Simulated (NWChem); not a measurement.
# doublet C4H5N+: levels of theory compared

Wanted: a comparison of 6 runs (U-r2SCAN/def2-SVP, UM06-L/def2-SVP, U-revPBE/def2-SVP, UBLYP/def2-SVP, UPBE/def2-SVP, UPBE0/def2-SVP) of doublet C4H5N+. 

Program for the calculation: NWChem 7.3.0.

1 further run of the same task is left out (it didn't finish).

### Step 1. The molecule

C4H5N+: 10 atoms, total charge +1, spin state doublet. As SMILES of the parent species, `C=CCC#N`. The shape is that of a PBE0-D4/def2-TZVP optimisation. This is one conformer, not always the lowest. That shape belongs to the parent species and isn't relaxed for this state.

Bond lengths: C1–C2 1.322 Å, C2–C3 1.502 Å, C3–C4 1.453 Å, C4–N5 1.149 Å, C1–H6 1.085 Å, C1–H7 1.083 Å, C2–H8 1.086 Å, C3–H9 1.096 Å, C3–H10 1.096 Å. Some angles: C1–C2–C3 125.6°, C2–C3–C4 113.9°, C3–C4–N5 179.2°, C1–C2–H8 120.3°, C3–C2–H8 114.1°, C2–C1–H6 121.8°, C2–C1–H7 120.8°, C2–C3–H9 110.1°, C2–C3–H10 110.1°, C4–C3–H9 108.3°.

### Step 2. A single-point energy at U-r2SCAN/def2-SVP (run 1)

run.py

```python
from ase import Atoms
from ase.calculators.nwchem import NWChem

system = Atoms(['C', 'C', 'C', 'C', 'N', 'H', 'H', 'H', 'H', 'H'], positions=[
    [-1.129800, -0.688300, -0.726400],
    [-0.331500, -0.736700, 0.326700],
    [0.719500, 0.278700, 0.674500],
    [0.811600, 1.377200, -0.272100],
    [0.873900, 2.238900, -1.029700],
    [-1.078900, 0.123300, -1.444900],
    [-1.863000, -1.465500, -0.902800],
    [-0.403000, -1.561200, 1.030500],
    [0.524400, 0.697000, 1.668600],
    [1.702000, -0.202800, 0.738800],
])

calc = NWChem(
    label='a',
    theory='dft',
    memory='2200 mb',
    basis='def2-SVP',
    basispar='spherical bse',
    charge=1,
    dft={'xc': 'r2scan', 'mult': '2', 'grid': 'fine', 'convergence': 'energy 1e-08', 'iterations': '100', 'mulliken': None, 'print': 'low'},
    task='energy',
)
system.calc = calc

print("Total energy (eV):", round(system.get_potential_energy(), 6))
```

Run with:

```sh
$ export ASE_NWCHEM_COMMAND="nwchem PREFIX.nwi > PREFIX.nwo"
$ python run.py
```

The program printed:

```text
Total energy (eV): -5700.118106
```

The calculator wrote a.nwi:

```
title "a"

permanent_dir a

scratch_dir a

start a

geometry units angstrom nocenter noautosym noautoz
  C  -1.1297999999999999e+00 -6.8830000000000002e-01 -7.2640000000000005e-01
  C  -3.3150000000000002e-01 -7.3670000000000002e-01 3.2669999999999999e-01
  C  7.1950000000000003e-01 2.7870000000000000e-01 6.7449999999999999e-01
  C  8.1159999999999999e-01 1.3772000000000000e+00 -2.7210000000000001e-01
  N  8.7390000000000001e-01 2.2389000000000001e+00 -1.0297000000000001e+00
  H  -1.0789000000000000e+00 1.2330000000000001e-01 -1.4449000000000001e+00
  H  -1.8630000000000000e+00 -1.4655000000000000e+00 -9.0280000000000005e-01
  H  -4.0300000000000002e-01 -1.5611999999999999e+00 1.0305000000000000e+00
  H  5.2439999999999998e-01 6.9699999999999995e-01 1.6686000000000001e+00
  H  1.7020000000000000e+00 -2.0280000000000001e-01 7.3880000000000001e-01
end

charge 1

memory 2200 mb

basis spherical bse noprint
   * library def2-SVP
end

dft
  xc r2scan
  mult 2
  grid fine
  convergence energy 1e-08
  iterations 100
  mulliken
  print low
end

task dft energy
```

a.nwo:

```text
Northwest Computational Chemistry Package (NWChem) 7.3.0
             --------------------------------------------------------

           Job information
           ---------------

    nwchem branch   = 7.3.0
    use scalapack   = T
    input           = a.nwi
    prefix          = a.
    data base       = a/a.db
    status          = startup
    nproc           =        1

           Memory information
           ------------------

    heap     =     72089596 doubles =      550.0 Mbytes
    stack    =     72089601 doubles =      550.0 Mbytes
    global   =    144179200 doubles =     1100.0 Mbytes (distinct from heap & stack)
    total    =    288358397 doubles =     2200.0 Mbytes
    verify   = yes
    hardfail = no

[... 37 lines left out ...]
            Nuclear Dipole moment (a.u.)
[... 88 lines left out ...]
   convergence    iter        energy       DeltaE   RMS-Dens  Diis-err    time
[... 13 lines left out ...]
         Total DFT energy =     -209.475478405339
      One electron energy =     -556.560850686788
           Coulomb energy =      233.584331926239
    Exchange-Corr. energy =      -29.910161710708
 Nuclear repulsion energy =      143.411202065918
[... 41 lines left out ...]
     ------------------------------------------
      Spin Density - Lowdin Population Analysis
     ------------------------------------------

    Atom       Charge   Shell Charges
 -----------   ------   -------------------------------------------------------
    1 C    6     0.47   0.00  0.01  0.01  0.27  0.18  0.00
    2 C    6     0.28   0.00  0.01  0.00  0.17  0.10  0.01
    3 C    6     0.03  -0.00 -0.00 -0.00  0.03 -0.00  0.01
[... 6 lines of this table left out ...]
   10 H    1     0.05   0.05  0.01 -0.00

     --------------------------
     Expectation value of S2:
     --------------------------
      <S2> =      0.7534 (Exact =     0.7500)

 Task  times  cpu:       31.8s     wall:       31.8s
 Total times  cpu:       31.8s     wall:       31.8s
```

Run time: 33 s. Hardware: 1 thread of AMD EPYC 9R45 (Zen 5), shared host; peak memory 0.12 GiB.

### Step 3. A single-point energy at UM06-L/def2-SVP (run 2)

sp.nw

```
start sp
memory stack 880 mb heap 220 mb global 1100 mb
charge 1

geometry noautosym nocenter noautoz
  C       -1.129800      -0.688300      -0.726400
  C       -0.331500      -0.736700       0.326700
  C        0.719500       0.278700       0.674500
  C        0.811600       1.377200      -0.272100
  N        0.873900       2.238900      -1.029700
  H       -1.078900       0.123300      -1.444900
  H       -1.863000      -1.465500      -0.902800
  H       -0.403000      -1.561200       1.030500
  H        0.524400       0.697000       1.668600
  H        1.702000      -0.202800       0.738800
end

basis spherical bse
  * library def2-SVP
end

dft
  xc m06-l
  mult 2
  grid fine
  convergence energy 1e-08
  iterations 100
  mulliken
  print low
end

task dft energy
```

Run with:

```sh
$ nwchem sp.nw > sp.out
```

The program printed:

```text
[...]
 d= 0,ls=0.0,diis     1   -209.4602313214 -3.53D+02  1.67D-02  2.19D-01     2.0
[...]
 d= 0,ls=0.0,diis    17   -209.5791464672 -2.92D-09  4.06D-07  1.63D-09    32.2
[...]
         Total DFT energy =     -209.579146467247
      One electron energy =     -556.585623953709
           Coulomb energy =      233.634515762695
    Exchange-Corr. energy =      -30.039240342150
 Nuclear repulsion energy =      143.411202065918
[...]
      Total Density - Mulliken Population Analysis
     ---------------------------------------------
    Atom       Charge   Shell Charges
 -----------   ------   -------------------------------------------------------
    1 C    6     5.88   1.99  0.97  0.29  2.00  0.61  0.02
    2 C    6     6.06   1.99  0.97  0.33  2.01  0.73  0.04
    3 C    6     5.91   1.99  0.94  0.02  2.14  0.79  0.03
    4 C    6     6.18   1.99  0.96  0.20  2.04  0.93  0.05
    5 N    7     6.91   1.99  1.13  0.53  2.16  1.06  0.04
    6 H    1     0.83   0.73  0.07  0.03
    7 H    1     0.82   0.73  0.06  0.02
    8 H    1     0.83   0.74  0.07  0.02
    9 H    1     0.79   0.71  0.06  0.03
   10 H    1     0.79   0.71  0.06  0.03
[...]
      <S2> =      0.7533 (Exact =     0.7500)
[...]
```

Run time: 33 s. Hardware: 1 thread of AMD EPYC 9R45 (Zen 5), shared host; peak memory 0.12 GiB.

Run 3 isn't shown in full; the table further down has it.

### Step 4. The energy at UBLYP/def2-SVP (run 4)

Edit run.py of step 2 so:

```diff
@@ -3,3 +3,3 @@
 
-system = Atoms(['C', 'C', 'C', 'C', 'N', 'H', 'H', 'H', 'H', 'H'], positions=[
+mol = Atoms('CCCCNHHHHH', positions=[
     [-1.129800, -0.688300, -0.726400],
@@ -23,7 +23,7 @@
     charge=1,
-    dft={'xc': 'r2scan', 'mult': '2', 'grid': 'fine', 'convergence': 'energy 1e-08', 'iterations': '100', 'mulliken': None, 'print': 'low'},
+    dft={'xc': 'becke88 lyp', 'mult': '2', 'grid': 'fine', 'convergence': 'energy 1e-08', 'iterations': '100', 'mulliken': None},
     task='energy',
 )
-system.calc = calc
+mol.calc = calc
 
-print("Total energy (eV):", round(system.get_potential_energy(), 6))
+print(f"energy = {mol.get_potential_energy():.6f} eV")
```

Run with:

```sh
$ export ASE_NWCHEM_COMMAND="nwchem PREFIX.nwi > PREFIX.nwo"
$ python run.py
```

The program printed:

```text
energy = -5701.556263 eV
```

The calculator wrote a.nwi:

```
title "a"

permanent_dir a

scratch_dir a

start a

geometry units angstrom nocenter noautosym noautoz
  C  -1.1297999999999999e+00 -6.8830000000000002e-01 -7.2640000000000005e-01
  C  -3.3150000000000002e-01 -7.3670000000000002e-01 3.2669999999999999e-01
  C  7.1950000000000003e-01 2.7870000000000000e-01 6.7449999999999999e-01
  C  8.1159999999999999e-01 1.3772000000000000e+00 -2.7210000000000001e-01
  N  8.7390000000000001e-01 2.2389000000000001e+00 -1.0297000000000001e+00
  H  -1.0789000000000000e+00 1.2330000000000001e-01 -1.4449000000000001e+00
  H  -1.8630000000000000e+00 -1.4655000000000000e+00 -9.0280000000000005e-01
  H  -4.0300000000000002e-01 -1.5611999999999999e+00 1.0305000000000000e+00
  H  5.2439999999999998e-01 6.9699999999999995e-01 1.6686000000000001e+00
  H  1.7020000000000000e+00 -2.0280000000000001e-01 7.3880000000000001e-01
end

charge 1

memory 2200 mb

basis spherical bse noprint
   * library def2-SVP
end

dft
  xc becke88 lyp
  mult 2
  grid fine
  convergence energy 1e-08
  iterations 100
  mulliken
end

task dft energy
```

a.nwo:

```text
Northwest Computational Chemistry Package (NWChem) 7.3.0
             --------------------------------------------------------

           Job information
           ---------------

    nwchem branch   = 7.3.0
    use scalapack   = T
    input           = a.nwi
    prefix          = a.
    data base       = a/a.db
    status          = startup
    nproc           =        1

           Memory information
           ------------------

    heap     =     72089596 doubles =      550.0 Mbytes
    stack    =     72089601 doubles =      550.0 Mbytes
    global   =    144179200 doubles =     1100.0 Mbytes (distinct from heap & stack)
    total    =    288358397 doubles =     2200.0 Mbytes
    verify   = yes
    hardfail = no

[... 106 lines left out ...]
  convergence criterion.
[... 17 lines left out ...]
          Convergence on gradient requested:  5.00D-04
[... 22 lines left out ...]
          Convergence aids based upon iterative change in
[... 30 lines left out ...]
 1-e energy   =    -545.724030
[... 53 lines left out ...]
         Total DFT energy =     -209.528329700546
[... 2 lines left out ...]
    Exchange-Corr. energy =      -29.972574769097
[... 679 lines left out ...]
                     DFT Final Beta Molecular Orbital Analysis
[... 768 lines left out ...]
 center of mass
 --------------
 x =   0.33676923 y =   0.89336863 z =  -0.37454559

 moments of inertia (a.u.)
 ------------------
         463.497846411083        -189.635389186284         -23.163001817778
        -189.635389186284         288.809255995167          87.764770418901
         -23.163001817778          87.764770418901         512.860582642841

     Multipole analysis of the density
     ---------------------------------

     L   x y z        total         alpha         beta         nuclear
     -   - - -        -----         -----         ----         -------
     0   0 0 0      1.000000    -18.000000    -17.000000     36.000000

     1   1 0 0     -0.335175     -5.076175     -5.496780     10.237780
[... 8 lines of this table left out ...]
     2   0 0 2    -17.109064    -48.712021    -45.878465     77.481422

 Task  times  cpu:      123.0s     wall:      123.0s
 Total times  cpu:      123.1s     wall:      123.1s
```

Wall time 2.1 min (1 thread of AMD EPYC 9R45 (Zen 5), shared host); peak memory 0.12 GiB.

Run 5 isn't shown in full; the table further down has it.

### Step 5. The energy at UPBE0/def2-SVP (run 6)

run.py

```python
from ase import Atoms
from ase.calculators.nwchem import NWChem

molecule = Atoms('CCCCNHHHHH', positions=[
    [-1.129800, -0.688300, -0.726400],
    [-0.331500, -0.736700, 0.326700],
    [0.719500, 0.278700, 0.674500],
    [0.811600, 1.377200, -0.272100],
    [0.873900, 2.238900, -1.029700],
    [-1.078900, 0.123300, -1.444900],
    [-1.863000, -1.465500, -0.902800],
    [-0.403000, -1.561200, 1.030500],
    [0.524400, 0.697000, 1.668600],
    [1.702000, -0.202800, 0.738800],
])

calc = NWChem(
    label='test',
    theory='dft',
    memory='2200 mb',
    basis='def2-SVP',
    basispar='spherical bse',
    charge=1,
    dft={'xc': 'pbe0', 'mult': '2', 'grid': 'fine', 'convergence': 'energy 1e-08', 'iterations': '100', 'mulliken': None},
    task='energy',
)
molecule.calc = calc

print("Total energy (eV):", round(molecule.get_potential_energy(), 6))
```

Run with:

```sh
$ export ASE_NWCHEM_COMMAND="nwchem PREFIX.nwi > PREFIX.nwo"
$ python run.py
```

The program printed:

```text
Total energy (eV): -5696.702599
```

The calculator wrote test.nwi:

```
title "test"

permanent_dir test

scratch_dir test

start test

geometry units angstrom nocenter noautosym noautoz
  C  -1.1297999999999999e+00 -6.8830000000000002e-01 -7.2640000000000005e-01
  C  -3.3150000000000002e-01 -7.3670000000000002e-01 3.2669999999999999e-01
  C  7.1950000000000003e-01 2.7870000000000000e-01 6.7449999999999999e-01
  C  8.1159999999999999e-01 1.3772000000000000e+00 -2.7210000000000001e-01
  N  8.7390000000000001e-01 2.2389000000000001e+00 -1.0297000000000001e+00
  H  -1.0789000000000000e+00 1.2330000000000001e-01 -1.4449000000000001e+00
  H  -1.8630000000000000e+00 -1.4655000000000000e+00 -9.0280000000000005e-01
  H  -4.0300000000000002e-01 -1.5611999999999999e+00 1.0305000000000000e+00
  H  5.2439999999999998e-01 6.9699999999999995e-01 1.6686000000000001e+00
  H  1.7020000000000000e+00 -2.0280000000000001e-01 7.3880000000000001e-01
end

charge 1

memory 2200 mb

basis spherical bse noprint
   * library def2-SVP
end

dft
  xc pbe0
  mult 2
  grid fine
  convergence energy 1e-08
  iterations 100
  mulliken
end

task dft energy
```

test.nwo:

```text
Northwest Computational Chemistry Package (NWChem) 7.3.0
             --------------------------------------------------------

           Job information
           ---------------

    nwchem branch   = 7.3.0
    use scalapack   = T
    input           = test.nwi
    prefix          = test.
    data base       = test/test.db
    status          = startup
    nproc           =        1

           Memory information
           ------------------

    heap     =     72089596 doubles =      550.0 Mbytes
    stack    =     72089601 doubles =      550.0 Mbytes
    global   =    144179200 doubles =     1100.0 Mbytes (distinct from heap & stack)
    total    =    288358397 doubles =     2200.0 Mbytes
    verify   = yes
    hardfail = no

[... 106 lines left out ...]
  convergence criterion.
[... 17 lines left out ...]
          Convergence on gradient requested:  5.00D-04
[... 25 lines left out ...]
          Convergence aids based upon iterative change in
[... 30 lines left out ...]
 1-e energy   =    -545.724030
[... 53 lines left out ...]
         Total DFT energy =     -209.349960855567
[... 2 lines left out ...]
    Exchange-Corr. energy =      -29.790241105930
[... 678 lines left out ...]
                     DFT Final Beta Molecular Orbital Analysis
[... 767 lines left out ...]
 center of mass
 --------------
 x =   0.33676923 y =   0.89336863 z =  -0.37454559

 moments of inertia (a.u.)
 ------------------
         463.497846411083        -189.635389186284         -23.163001817778
        -189.635389186284         288.809255995167          87.764770418901
         -23.163001817778          87.764770418901         512.860582642841

     Multipole analysis of the density
     ---------------------------------

     L   x y z        total         alpha         beta         nuclear
     -   - - -        -----         -----         ----         -------
     0   0 0 0      1.000000    -18.000000    -17.000000     36.000000

     1   1 0 0     -0.672760     -5.003569     -5.906971     10.237780
[... 8 lines of this table left out ...]
     2   0 0 2    -17.082548    -48.551634    -46.012336     77.481422

 Task  times  cpu:       22.1s     wall:       22.1s
 Total times  cpu:       22.1s     wall:       22.1s
```

It took 23 s on 1 thread of AMD EPYC 9R45 (Zen 5), shared host; peak memory 0.12 GiB.

### Step 6. All runs side by side

| run | level | energy (Eh) | ⟨S²⟩ | wall time |
| --- | --- | --- | --- | --- |
| 1 | U-r2SCAN/def2-SVP | -209.475478 | 0.753 | 33 s |
| 2 | UM06-L/def2-SVP | -209.579146 | 0.753 | 33 s |
| 3 | U-revPBE/def2-SVP | -209.557101 | 0.752 | 2 min |
| 4 | UBLYP/def2-SVP | -209.528330 | 0.751 | 2.1 min |
| 5 | UPBE/def2-SVP | -209.337567 | 0.752 | 1.8 min |
| 6 | UPBE0/def2-SVP | -209.349961 | 0.753 | 23 s |

### Step 7. Results

```
                                 quantity          value
                      run 6: total energy  -209.34996 Eh
run 6: HOMO energy (highest over α and β)      -14.67 eV
 run 6: LUMO energy (lowest over α and β)      -12.62 eV
                              run 6: ⟨S²⟩          0.753
```

**Reading.** Totals of different functionals can't be ranked against each other. All runs together took 7.3 min, the longest 2.1 min.
